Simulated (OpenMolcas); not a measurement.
# A OpenMolcas job on C2H4 (ethylene)

Aim: the vertical excitations of C2H4 (ethylene).

The calculation is run with OpenMolcas 26.06.

2 further runs of the same task are left out: 2 set aside as unsound or not needed.

### 1 The molecule

C2H4: 6 atoms, total charge 0, spin state singlet. SMILES: `C=C`. The coordinates come from a GFN2-xTB relaxation.

Bond lengths: C1–C2 1.316 Å, C1–H3 1.078 Å, C1–H4 1.078 Å, C2–H5 1.078 Å, C2–H6 1.078 Å. Angles: C1–C2–H5 122.0°, C1–C2–H6 122.0°, C2–C1–H3 122.0°, C2–C1–H4 122.0°, H5–C2–H6 116.0°, H3–C1–H4 116.0°.

### 2 The job

Contents of step16.input:

```
* C2H4 CASPT2

&GATEWAY
  BasisSet
  C.ANO-XS-VDZP....
  C1 -0.086880 -0.636790 -0.142220 angstrom
  C2 0.086650 0.636720 0.142160 angstrom
  End of Basis
  BasisSet
  H.ANO-XS-VDZP....
  H3 0.031180 -1.409010 0.600400 angstrom
  H4 -0.356240 -0.969850 -1.131230 angstrom
  H5 -0.029250 1.409080 -0.600620 angstrom
  H6 0.354540 0.969850 1.131520 angstrom
  End of Basis

&SEWARD
  Relativistic=R02E00

&RASSCF
  FileOrb=$CurrDir/step2.RasOrb
  Spin=2
  Nactel=6 0 0
  Inactive=5
  Ras2=5
  CIRoot=4 4 1
  OrbListing=Nothing

&CASPT2
  Multistate=all
```

The run is started by

```console
$ export MOLCAS_MEM=1860
$ pymolcas step16.input > step16.log
```

Output:

```text
--- Start Module: gateway ---

                                              &GATEWAY

                       available to each process: 1.9 GB of memory, 1 thread

++    Symmetry information:
      ---------------------

                    Character Table for C1

                             E
                    a        1  x, y, xy, Rz, z, xz, Ry, yz, Rx, I
--

++    Basis set information:
      ----------------------

      Basis set label: C.ANO-XS...3S2P1D.

      Electronic valence basis set:
      ------------------
      Associated Effective Charge   6.000000 au
      Associated Actual Charge      6.000000 au
      Nuclear Model: Finite nucleus - Gaussian distribution
        Gaussian exponent, Xi/bohr**(-2):  6.80775E+08

      Shell  nPrim  nBasis  Cartesian Spherical Contaminant
         s       8       3        X
         p       4       2        X
         d       1       1                 X

      Basis set label: H.ANO-XS...2S1P.

      Electronic valence basis set:
      ------------------
      Associated Effective Charge   1.000000 au
      Associated Actual Charge      1.000000 au
      Nuclear Model: Finite nucleus - Gaussian distribution
        Gaussian exponent, Xi/bohr**(-2):  2.12482E+09

[... 86 lines left out ...]
                         - electric potential operators
                         - contact operators
                  Orbital angular momentum around ( -0.0002  -0.0001  -0.0000 )
                  Velocity quadrupole around ( -0.0002  -0.0001  -0.0000 )
                  Two-Electron Repulsion integrals

                   Integrals are discarded if absolute value <: 1.00E-14
                   Integral cutoff threshold is set to       <: 1.00E-16

            Nuclear Potential Energy             33.66584938 au

      Basis set specifications :
      Symmetry species         a
      Basis functions           48

--- Stop Module: seward /rc=_RC_ALL_IS_WELL_ ---

--- Start Module: rasscf ---

                                              &RASSCF

                       available to each process: 1.9 GB of memory, 1 thread

 ******************** ERROR *********************
 ###############################################################################
 ###    ERROR: No such wave function.                                        ###
 ###############################################################################
 The following combined specifications are wrong.
 Nr of active electrons NACTEL=   6
 Nr of active orbitals     NAC=   5
 Spin degeneracy         ISPIN=   2
 There can be no such wave function.
 ************************************************
--- Stop Module: rasscf /rc=_RC_INPUT_ERROR_ ---

.####################.
.# User input error #.
.####################.

    Timing: Wall=0.95 User=0.72 System=0.22
```

Run time: 1.1 s. Hardware: 1 thread of Arm Neoverse V2, shared host; peak memory 0.38 GiB.

### 3 What went wrong

The job stopped with an error part of the way.

The log says `ERROR: No such wave function.`. Cause: the electron count doesn't fit the spin or reference typed: an even count needs an odd multiplicity, an odd count an even one.
